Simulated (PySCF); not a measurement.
## Electric field gradients and quadrupole coupling constants

Hydroxylamine, H₃NO.
Cartesian coordinates in Å at the PBE0-D3(BJ)/def2-SVP level; atoms count from 1:
```xyz
5
H3NO angstrom
N     -0.145   -0.239   -0.417
O      0.158    0.458    0.770
H      0.247   -1.174   -0.284
H      0.444    0.190   -1.135
H     -0.704    0.766    1.065
```

Field gradients from the PBE0/pcSseg-1 density (PySCF, non-relativistic), principal values in atomic units, ordered |Vxx| ≤ |Vyy| ≤ |Vzz|:

| atom | Vxx | Vyy | Vzz |
| --- | --- | --- | --- |
| N1 | 0.1519 | 1.2671 | -1.4190 |
| O2 | 0.0435 | 2.4013 | -2.4447 |

Find the asymmetry η = (Vxx − Vyy)/Vzz and the couplings χ = eQV/h (234.96 MHz × Q in barn × V in au), with Q(14N) = 0.02044 b, Q(17O) = −0.0256 b.

```tsv
atom	environment	nucleus	η	χzz (MHz)	χxx (MHz)	χyy (MHz)
N1	hydroxylamine nitrogen	14N	0.79	-6.81	0.73	6.09
O2	hydroxyl oxygen	17O	0.96	14.71	-0.26	-14.44
```

At O2 η is above 0.9: Vyy and Vzz are nearly equal in size and opposite in sign, so a small change could swap them and flip the sign of χzz. 

What is Vzz at N1 in SI units (1 au = 9.71736 × 10²¹ V/m²)?

-1.4190 au = -13.789 × 10²¹ V/m².

Were the hydrogens deuterons (Q(2H) = 0.00286 b), χzz would run from 248 kHz (H3 and H4) to 313 kHz (H5).

One conformer (not necessarily the lowest) at the PBE0-D3(BJ)/def2-SVP geometry, without solvent, vibrations or thermal averaging. With a basis this small, the couplings can be 20 % off.
